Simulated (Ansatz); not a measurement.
# NO+ (quintet): from Hartree-Fock to the top rungs, cc-pVDZ

Aim: climb from Hartree-Fock through coupled cluster and multireference methods for NO+ (quintet) at one geometry and basis, and see what each rung misses.

Method: cc-pVDZ, core rule «outside noble gas», up to 2 orbitals frozen; program: Ansatz 0.2.0, Gaussian basis.

The runs, in order: UHF; CCSD(T) on ROHF; CCSD(T) on UHF; BCCD(T) on ROHF; CISD; CCSDT(Q) on ROHF; CCSDT(Q) on UHF; CISDTQ; CCSDTQ on ROHF; CCSDTQ on UHF; CASSCF and MRCISD+Q, 10 electrons in 8 orbitals; CASSCF and NEVPT4(SD), 10 electrons in 8 orbitals; CASSCF and NEVPT2, 10 electrons in 8 orbitals.

4 further runs of the same task are left out: 4 set aside as unsound or not needed.

### Step 1. The system

The geometry is a PBE0/def2-TZVP stationary point (not a proven minimum) of the parent state, kept for this charge and spin.

2 atoms, charge 1, spin multiplicity 5.

Atoms are counted from 1 here; the program's logs count them from 0.

Bond lengths: N1–O2 1.268 Å.

### Step 2. UHF

in.yaml reads:

```yaml
crystal:
  periodic: [false, false, false]
  atoms:
    - {symbol: N, position_ang: [0.000000, 0.000000, 0.000000]}
    - {symbol: O, position_ang: [0.000000, 0.000000, 1.267900]}
basis:
  gaussian: {orbitals: cc-pVDZ}
total_charge: 1
magnetization: {spin_polarized: true, initial_magnetization: 4}
hamiltonian: {xc: hf}
output: {orbitals: {seedname: orbitals}}
```

On the command line:

```
> ansatz run in.yaml --threads 1 --pin off --events-out ev --progress --plain --max-ram 4096MiB --backend cpu
```

The runs that follow: CCSD(T) on ROHF; CCSD(T) on UHF; BCCD(T) on ROHF; CISD; CCSDT(Q) on ROHF; CCSDT(Q) on UHF; CISDTQ; CCSDTQ on ROHF; CCSDTQ on UHF; CASSCF and MRCISD+Q, 10 electrons in 8 orbitals; CASSCF and NEVPT4(SD), 10 electrons in 8 orbitals; CASSCF and NEVPT2, 10 electrons in 8 orbitals.

Q: Predict the results of all the runs planned. Wanted: UCCSDTQ below the RHF energy; RMP2 from UCCSDTQ; UMP2 from UCCSDTQ; RCCSD from UCCSDTQ; RCCSD(T) from UCCSDTQ; UCCSD(T) from UCCSDTQ; RCCSDT(Q) from UCCSDTQ; UCCSDT(Q) from UCCSDTQ; NEVPT2 valence from UCCSDTQ.

The runs gave:

| quantity | value |
| --- | --- |
| UCCSDTQ below the RHF energy | -6.5961 eV |
| RMP2 from UCCSDTQ | +975.7 meV |
| UMP2 from UCCSDTQ | +955.7 meV |
| RCCSD from UCCSDTQ | +189.7 meV |
| RCCSD(T) from UCCSDTQ | +36.5 meV |
| UCCSD(T) from UCCSDTQ | +33.9 meV |
| RCCSDT(Q) from UCCSDTQ | +3.1 meV |
| UCCSDT(Q) from UCCSDTQ | -1.0 meV |
| NEVPT2 valence from UCCSDTQ | +1295.1 meV |
| NEVPT4(SD) valence from UCCSDTQ | +437.9 meV |
| MRCISD+Q valence from UCCSDTQ | +396.2 meV |
| levels within 1 kcal/mol (43 meV) | RCCSD(T), UCCSD(T), BCCD(T), RCCSDT, UCCSDT, CISDTQ, RCCSDT(Q), UCCSDT(Q), RCCSDTQ |
| T1 diagnostic | 0.039 |
| effectively unpaired electrons | 4.01 |

RCCSD(T) lands +36.5 meV from the yardstick (0.6 % of the correlation energy). One determinant dominates. Of the multireference levels listed MRCISD+Q valence comes nearest in total energy (+396.2 meV), which doesn't show that its space is the better one. Coupled cluster took another determinant than the lowest Hartree-Fock one. These misses are within one basis, not against nature; the frozen cores of restricted and unrestricted runs differ, which can shift their rows.
